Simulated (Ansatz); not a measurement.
Geometry optimisation, UKS PBE0/def2-SVP in Ansatz 0.2.0.

Input file:

```yaml
crystal:
  periodic: [false, false, false]
  atoms:
    - { symbol: H, position_ang: [-0.15493, 0.498062, -0.153547] }
    - { symbol: C, position_ang: [0.348468, -0.424547, 0.113482] }
    - { symbol: Cl, position_ang: [-0.341904, -1.732871, -0.860355] }
    - { symbol: Cl, position_ang: [0.155384, -0.67149, 1.856379] }
    - { symbol: Cl, position_ang: [-1.427559, 2.694795, -0.849642] }
    - { symbol: H, position_ang: [1.420542, -0.363949, -0.106317] }
magnetization:
  spin_polarized: true
  initial_magnetization: 1
basis:
  gaussian: { orbitals: def2-SVP }
hamiltonian:
  xc: pbe0
relax:
  f_tol: 0.03
  max_steps: 50
```

Run as:

```bash
$ ansatz run input.yaml --threads 2 --pin off --max-ram 3072MiB --backend cpu --events-out ev --progress --plain --runs-dir out
```

Problem. Where does it end, and by what steps?

Solution. It converged. After 3 steps the energy has fallen by 0.009 eV; Cl5 moved furthest, 0.18 Å.

```csv
step,energy less start (eV),largest force component (eV/Å),accepted
0,0.0000,0.384,yes
1,-0.0044,0.110,yes
2,-0.0080,0.057,yes
3,-0.0092,0.008,yes
```

```xyz
6
Properties=species:S:1:pos:R:3
H -0.123 0.484 -0.149
C 0.370 -0.456 0.124
Cl -0.335 -1.752 -0.852
Cl 0.167 -0.700 1.864
Cl -1.523 2.836 -0.896
H 1.443 -0.412 -0.091
```

Run time: 36 s on 2 threads of Arm Neoverse V2 (shared host), peak memory 0.25 GiB.
